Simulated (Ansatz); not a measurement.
Isolated molecules relaxed with PBE0-D4/def2-TZVP in Ansatz; ΔE leaves out vibrations. CCSD(T)/CBS is the MP2 limit (def2-TZVPP, def2-QZVPP) plus CCSD(T) − MP2 in def2-TZVPP, frozen cores. This one scheme is used for every species. DFT in def2-TZVPP. B3LYP here is the variant with VWN-RPA as its local correlation; programs differ in this. HSE06 is defined as in plane-wave codes. One conformer a species, not always the lowest.

Consider the formal hydrolysis of the Si–Si bond: trisilane + H₂O → `O[SiH2][SiH3]` + SiH₄.

`[SiH3][SiH2][SiH3]`:

Cartesian coordinates in Å:
```
Si 0.463 1.693 -0.854
Si -0.567 0.317 0.732
Si -0.047 -1.925 0.318
H 0.147 3.126 -0.611
H -0.004 1.326 -2.218
H 1.938 1.512 -0.794
H -2.044 0.507 0.675
H -0.104 0.694 2.097
H 1.426 -2.121 0.384
H -0.515 -2.307 -1.042
H -0.693 -2.822 1.314
```

H₂O:

Cartesian coordinates in Å:
```
O 0.021 0.232 0.312
H -0.771 -0.105 -0.112
H 0.750 -0.126 -0.200
```

`O[SiH2][SiH3]`:

```xyz
9

O    -0.651    1.137   -1.604
Si    0.116    1.009   -0.144
Si   -0.013   -1.159    0.747
H    -0.349    0.570   -2.315
H     1.555    1.391   -0.252
H    -0.564    1.981    0.746
H     0.738   -1.227    2.031
H     0.592   -2.139   -0.201
H    -1.423   -1.562    0.994
```

SiH₄:

Z-matrix (Å, degrees):
```
Si
H 1 1.485
H 1 1.485 2 109.5
H 1 1.485 2 109.5 3 -120.0
H 1 1.485 2 109.5 3 120.0
```

```csv
level,ΔE (kcal/mol)
B3LYP,-18.4
HSE06,-13.4
RPA@PBE/def2-TZVPP,-17.1
HF/CBS(def2),-23.1
```

**Question.** What does CCSD(T)/CBS give? (Estimate.)

**Answer.** Ansatz gave: -15.7 kcal/mol. The listed levels differ from it by -2.7, 2.3, -1.4, -7.4 kcal/mol.

Largest T1 diagnostic among the species: 0.013.

From BLYP to BHLYP (50 % exact exchange), in def2-TZVPP and without D4, ΔE moves by −2.0 kcal/mol. The D4 term adds +1.6 kcal/mol with B3LYP and +0.9 kcal/mol with PBE0; it sums over pairs of atoms, weighted by their polarisabilities, and B3LYP, whose exchange is more repulsive, gets the larger term.
